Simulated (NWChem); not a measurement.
System: tetrafluoroethylene (C2F4); SMILES FC(=C(F)F)F

The following NWChem deck was run.

```
start job
memory heap 200 mb stack 900 mb global 1100 mb
geometry units angstroms noautoz
  F      1.095496    -1.380695     0.000000
  C      0.000000    -0.664676     0.000000
  F     -1.095496    -1.380695     0.000000
  C      0.000000     0.664676     0.000000
  F     -1.095496     1.380695     0.000000
  F      1.095496     1.380695     0.000000
end
basis spherical
  * library 6-31+g*
end
dft
  xc b3lyp
  iterations 150
  mulliken
end
task dft energy
```

Output (shortened):

```
             Northwest Computational Chemistry Package (NWChem) 7.3.0
             --------------------------------------------------------

 D2H symmetry detected

                             Geometry "geometry" -> ""
                             -------------------------

 Output coordinates in angstroms (scale by  1.889725989 to convert to a.u.)

  No.       Tag          Charge          X              Y              Z
 ---- ---------------- ---------- -------------- -------------- --------------
    1 F                    9.0000     1.09549600    -1.38069500     0.00000000
    2 C                    6.0000     0.00000000    -0.66467600     0.00000000
    3 F                    9.0000    -1.09549600    -1.38069500     0.00000000
    4 C                    6.0000     0.00000000     0.66467600     0.00000000
    5 F                    9.0000    -1.09549600     1.38069500     0.00000000
    6 F                    9.0000     1.09549600     1.38069500     0.00000000

 Effective nuclear repulsion energy (a.u.)     245.4220733944

      Symmetry information
      --------------------

 Group name             D2h
 Group number             26
 Group order               8
 No. of unique centers     2

                                 NWChem DFT Module
                                 -----------------

 Summary of "ao basis" -> "ao basis" (spherical)
 ------------------------------------------------------------------------------
       Tag                 Description            Shells   Functions and Types
 ---------------- ------------------------------  ------  ---------------------
 F                          6-31+g*                  8       18   4s3p1d
 C                          6-31+g*                  8       18   4s3p1d

      Symmetry analysis of basis
      --------------------------

        ag         22
        au          6
        b1g        17
        b1u         9
        b2g         6
        b2u        22
        b3g         9
        b3u        17

            General Information
            -------------------
          SCF calculation type: DFT
          Wavefunction type:  closed shell.
          No. of atoms     :     6
          No. of electrons :    48
           Alpha electrons :    24
            Beta electrons :    24
          Charge           :     0
          Spin multiplicity:     1
          Use of symmetry is: on ; symmetry adaption is: on
          Maximum number of iterations: 150
          AO basis - number of functions:   108
                     number of shells:    48
          Convergence on energy requested:  1.00D-06
          Convergence on density requested:  1.00D-05
          Convergence on gradient requested:  5.00D-04

              XC Information
              --------------
                         B3LYP Method XC Potential
                     Hartree-Fock (Exact) Exchange  0.200
                        Slater Exchange Functional  0.800 local
                    Becke 1988 Exchange Functional  0.720 non-local
              Lee-Yang-Parr Correlation Functional  0.810
                  VWN I RPA Correlation Functional  0.190 local

             Grid Information
             ----------------
          Grid used for XC integration:  medium
          Radial quadrature: Mura-Knowles
          Angular quadrature: Lebedev.
          Tag              B.-S. Rad. Rad. Pts. Rad. Cut. Ang. Pts.
          ---              ---------- --------- --------- ---------
          F                   0.50       49          11.0       434
          C                   0.70       49          10.0       434
          Grid pruning is: on
          Number of quadrature shells:    98
          Spatial weights used:  Erf1

      Superposition of Atomic Density Guess
      -------------------------------------

 Sum of atomic energies:        -472.84000639

      Non-variational initial energy
      ------------------------------

 Total energy =    -474.873389
 1-e energy   =   -1145.812529
 2-e energy   =     425.517067
 HOMO         =      -0.186386
 LUMO         =       0.065716

      Symmetry analysis of molecular orbitals - initial
      -------------------------------------------------

  Numbering of irreducible representations:

     1 ag          2 au          3 b1g         4 b1u         5 b2g
     6 b2u         7 b3g         8 b3u

  Orbital symmetries:

     1 ag          2 b2u         3 b3u         4 b1g         5 ag
     6 b2u         7 ag          8 b2u         9 b3u        10 b1g
    11 ag         12 b2u        13 b3u        14 ag         15 b1g
    16 b1u        17 b3g        18 b2u        19 b2g        20 au
    21 b3u        22 b1g        23 ag         24 b1u        25 ag
    26 b2u        27 b3u        28 b1u        29 b3g        30 b1g
    31 ag         32 b2u        33 b3g        34 b3u

     ---------------------------------------------
      Total Density - Mulliken Population Analysis
     ---------------------------------------------

    Atom       Charge   Shell Charges
 -----------   ------   -------------------------------------------------------
    1 F    9     9.43   2.00  0.94  3.39  1.02  2.01 -0.01  0.06  0.01
    2 C    6     5.15   2.00  0.63  1.53  0.35  0.44  0.05  0.05  0.10
    3 F    9     9.43   2.00  0.94  3.39  1.02  2.01 -0.01  0.06  0.01
    4 C    6     5.15   2.00  0.63  1.53  0.35  0.44  0.05  0.05  0.10
    5 F    9     9.43   2.00  0.94  3.39  1.02  2.01 -0.01  0.06  0.01
    6 F    9     9.43   2.00  0.94  3.39  1.02  2.01 -0.01  0.06  0.01

[...]
```

Level: B3LYP/6-31+G* (spherical d). Coordinates come from a PBE0/def2-SVP optimisation.
